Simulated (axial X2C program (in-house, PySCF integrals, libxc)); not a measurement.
# Levels of PS by electron attachment to PS⁺ (EOM-EA-CCSD)

Calculated with an in-house all-electron X2C program for linear molecules (integrals from PySCF): two-component X2C with atomic mean-field Coulomb and Gaunt terms, Gaussian nuclei, basis S dyall-av3z, P dyall-av3z with contracted cores.

R = 1.903 Å (near the PBE0 minimum at charge 0 of the determinant lowest at the starting distance; the state shown can have its own minimum elsewhere).

Levels of PS obtained by attaching an electron to PS⁺:

| Ω | binding energy (eV) | above lowest (cm⁻¹) | attached spinor | one-particle weight |
| --- | --- | --- | --- | --- |
| 1/2 | 7.832 | 0 | 50% P pπ, 22% S pπ, 12% S dπ | 0.95 |
| 3/2 | 7.802 | 241 | 49% P pπ, 22% S pπ, 12% S dπ | 0.95 |
| 1/2 | 3.593 | 34186 | 36% P pσ, 29% P dσ, 13% S sσ | 0.96 |
| 1/2 | 3.156 | 37710 | 61% P sσ, 15% S sσ, 12% S dσ | 0.98 |
| 1/2 | 2.167 | 45690 | 68% P pπ, 28% S pπ | 0.98 |
| 3/2 | 2.165 | 45705 | 68% P pπ, 28% S pπ | 0.98 |

(1) Take the first Ω = 1/2 and Ω = 3/2 rows of π character: how far apart are they, and which lies lower?

This point took 21 s on 1 thread of Arm Neoverse N1, with other jobs on the host.

Reference electrons by ω block (each with its −ω partner): 1/2: 12, 3/2: 3. 10 electrons of PS⁺ correlated (inner shells frozen), 92 natural virtual spinors (a truncated set); levels can be off by some tenths of an eV. Roots sought by Ω: (1/2: 5, 3/2: 4, 5/2: 2, 7/2: 1); the list ends where they run out and leaves out roots under 60 % one-particle weight. The solver can skip a root, and states that need a further excitation, which the method places far too high, are missing though they may lie low or lowest. T1 of the reference 0.025 (Lee–Taylor). The reference was not checked to be the lowest state of its species. Number of frozen shells: S 2 s, 1 p; P 2 s, 1 p.

## Answers

(1) E(3/2) − E(1/2) = 241 − 0 = 241 cm⁻¹ at EOM-EA-CCSD: regular, Ω = 1/2 lower. Splittings at this level can be off by ten to twenty per cent.
